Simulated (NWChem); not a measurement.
Species: hydrogen cyanide (CHN); SMILES C#N

All runs: NWChem. All runs use the structure optimised with PBE0/def2-SVP. Total energies compare along this basis series because the functional is fixed.

| level | basis functions | energy (Ha) | highest occupied level (eV) | orbital gap (eV) | dipole (D) |
|---|---|---|---|---|---|
| PBE/3-21G | 20 | -92.7921 | -8.33 | 8.23 | 2.66 |
| PBE/pcseg-1 | 33 | -93.2951 | -8.98 | 8.23 | 2.90 |
| PBE/aug-pcseg-1 | 55 | -93.2995 | -9.03 | 7.97 | 2.95 |
| PBE/pcseg-2 | 74 | -93.3478 | -9.03 | 8.02 | 2.96 |
| PBE/def2-TZVPP | 76 | -93.3475 | -9.00 | 8.06 | 2.93 |
| PBE/def2-QZVP | 144 | -93.3534 | -9.02 | 7.98 | 2.95 |
